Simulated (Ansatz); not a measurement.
# AlBH (quartet): from Hartree-Fock to the top rungs at distance B1–Al2 = 4.291 Å, 6-31G

One table from this session's results is given with a row withheld; the runs are named, their logs left out.

Method: 6-31G, core rule «outside noble gas», up to 6 orbitals frozen; program: Ansatz 0.2.0, Gaussian basis.

To be run: UHF; CCSD(T) on ROHF; CCSD(T) on UHF; BCCD(T) on ROHF; CISD; CCSDT(Q) on ROHF; CCSDT(Q) on UHF; CISDTQ; CCSDTQ on ROHF; CCSDTQ on UHF; CASSCF and MRCISD+Q, 5 electrons in 5 orbitals; CASSCF and NEVPT2, 5 electrons in 5 orbitals; CASSCF and MRCISD+Q, 7 electrons in 9 orbitals; CASSCF and NEVPT4(SD), 7 electrons in 9 orbitals; CASSCF and NEVPT2, 7 electrons in 9 orbitals; Full CI.

16 further runs of the same task are left out: 1 for a known fault of the program, 10 that didn't finish, 5 set aside as unsound or not needed.

## The geometry

The geometry derives from a PBE0/def2-TZVP stationary point (not a proven minimum). One bond is set to the value named and the two fragments are kept rigid.

3 atoms, charge 0, spin multiplicity 4.

Atoms are counted from 1 here; the program's logs count them from 0.

Bond lengths: Al2–H3 1.577 Å.

Geometry (Å):

```
B     0.0000    0.0000    3.3863
Al    0.0000    0.0000   -0.9047
H     0.0000    0.0000   -2.4817
```

The first run:

in.yaml reads:

```yaml
crystal:
  periodic: [false, false, false]
  atoms:
    - {symbol: B, position_ang: [0.000000, 0.000000, 3.386333]}
    - {symbol: Al, position_ang: [0.000000, 0.000000, -0.904667]}
    - {symbol: H, position_ang: [0.000000, 0.000000, -2.481667]}
basis:
  gaussian: {orbitals: 6-31G}
magnetization: {spin_polarized: true, initial_magnetization: 3}
hamiltonian: {xc: hf}
output: {orbitals: {seedname: orbitals}}
```

Command:

```bash
ansatz run in.yaml --threads 1 --pin off --events-out ev --progress --plain --max-ram 2393MiB
```

Steps of the session up to this table: UHF; CCSD(T) on ROHF; CCSD(T) on UHF; BCCD(T) on ROHF; CISD; CCSDT(Q) on ROHF; CCSDT(Q) on UHF; CISDTQ; CCSDTQ on ROHF; CCSDTQ on UHF; CASSCF and MRCISD+Q, 5 electrons in 5 orbitals; CASSCF and NEVPT2, 5 electrons in 5 orbitals; CASSCF and MRCISD+Q, 7 electrons in 9 orbitals; CASSCF and NEVPT4(SD), 7 electrons in 9 orbitals; CASSCF and NEVPT2, 7 electrons in 9 orbitals; Full CI.

One of the session's tables, all rows but one given; the rest of the session is left out.

```
   method  from FCI (meV)
     ROHF         +1970.3
      UHF         +1949.6
     RMP2          +851.3
     UMP2          +844.1
     CISD          +124.5
    RCCSD           +46.7
    UCCSD           +45.0
 RCCSD(T)           +27.5
 UCCSD(T)           +26.7
  BCCD(T)               ?
   RCCSDT            +9.0
   UCCSDT            +8.5
   CISDTQ           +12.3
RCCSDT(Q)            +5.4
UCCSDT(Q)            +4.9
  RCCSDTQ            +0.1
  UCCSDTQ            -0.2
      FCI               0
```

Q: Estimate the row for BCCD(T) from the others.

The run gave: from FCI (meV): +26.9. In the column «from FCI (meV)» it lies between UCCSD(T) (+26.7) and RCCSD(T) (+27.5).

Among the levels timed on like hardware and quicker than the yardstick, those that no quicker one beats, quickest first: CISD (1.7 s, +124.5 meV); RCCSD(T) (3 s, +27.5 meV); BCCD(T) (3.2 s, +26.9 meV); UCCSD(T) (4.1 s, +26.7 meV); RCCSDT(Q) (7.5 s, +5.4 meV); UCCSDT(Q) (9 s, +4.9 meV).

Left out of the table: CASSCF pair, NEVPT2 pair, MRCISD pair, MRCISD+Q pair, CASSCF valence, NEVPT2 valence, NEVPT4(SD) valence, MRCISD valence, MRCISD+Q valence (the active space lost an orbital or holds another state than full CI finds).

Limits of these values: The report flags that the cluster equations may have other roots. The yardstick is full CI for this spin, exact in this basis with these frozen cores. The program flags RCCSDTQ, UCCSDTQ as in doubt, so those rows may rest on another solution; read them beside their warnings. Levels on UHF freeze UHF's core orbitals, full CI those of ROHF, so the U rows can settle a little off it for that reason alone. Restricted and unrestricted rows rest on different reference determinants; where their highest levels disagree by more than a few hundredths of an eV, they describe different states and don't form one ladder. Warnings in the runs' records: other roots.
